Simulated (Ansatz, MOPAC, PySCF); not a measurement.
Molecule: methyl chloride, CH3Cl, charge 0, multiplicity 1. SMILES: ClC
Structure (B3LYP-D3(BJ)/def2-TZVP (Ansatz, a quantum-chemistry and plane-wave program) minimum search):
```
C
H 1 1.0858
H 1 1.0858 2 110.57
H 1 1.0858 2 110.57 3 -122.80
Cl 1 1.7944 2 108.35 3 118.60
```
Charge 0, spin multiplicity 1.

Property: size of the dipole moment, in D. Set-up: dispersion terms only where a functional's name holds one; no spin-orbit coupling; six Cartesian d functions in 6-31G* and its kin unless marked 5d; non-relativistic; 6-311+G** with 5d, 6d on Na to Ar in Ansatz. First-principles rows: single points at B3LYP-D3(BJ) geometries (Ansatz). Semi-empirical rows: dipoles at the shared geometry.

Measured values: NIST CCCBDB, as tabulated in the package chemicals; dipoles are vibrational averages. 

Value to compare with, the measured value: 1.87 D.

```json
[
 {"level": "MNDO", "program": "MOPAC", "size of the dipole moment (D)": "1.97", "error": "0.10"},
 {"level": "PBE/STO-3G", "program": "Ansatz", "size of the dipole moment (D)": "2.04", "error": "0.17"},
 {"level": "PBE/6-31G*", "program": "Ansatz", "size of the dipole moment (D)": "2.03", "error": "0.16"},
 {"level": "PBE/6-311+G**", "program": "Ansatz", "size of the dipole moment (D)": "2.02", "error": "0.15"},
 {"level": "BLYP/6-31G*", "program": "Ansatz", "size of the dipole moment (D)": "2.00", "error": "0.13"},
 {"level": "B3LYP/3-21G", "program": "Ansatz", "size of the dipole moment (D)": "2.23", "error": "0.36"},
 {"level": "B3LYP/6-31G*", "program": "Ansatz", "size of the dipole moment (D)": "2.07", "error": "0.20"},
 {"level": "B3LYP/6-31+G*", "program": "Ansatz", "size of the dipole moment (D)": "2.14", "error": "0.27"},
 {"level": "B3LYP/def2-SVP", "program": "Ansatz", "size of the dipole moment (D)": "1.83", "error": "-0.04"},
 {"level": "B3LYP/cc-pVDZ", "program": "Ansatz", "size of the dipole moment (D)": "1.92", "error": "0.05"},
 {"level": "B3LYP/6-311+G**", "program": "Ansatz", "size of the dipole moment (D)": "2.08", "error": "0.21"},
 {"level": "M06-2X/6-311+G**", "program": "PySCF", "size of the dipole moment (D)": "2.12", "error": "0.25"},
 {"level": "B3PW91/6-31G* (5d)", "program": "PySCF", "size of the dipole moment (D)": "2.09", "error": "0.22"}
]
```

Among the 13 habitual levels, B3LYP/3-21G lies farthest from the measured value (0.36 D); 12 of 13 lie above it, and their mean absolute error is 0.18 D, the median 0.17. One case shows no general order.

The levels are drawn from those run, B3LYP/6-31G* more often than the rest, none by its result; runs whose electronic state is in doubt are left out.
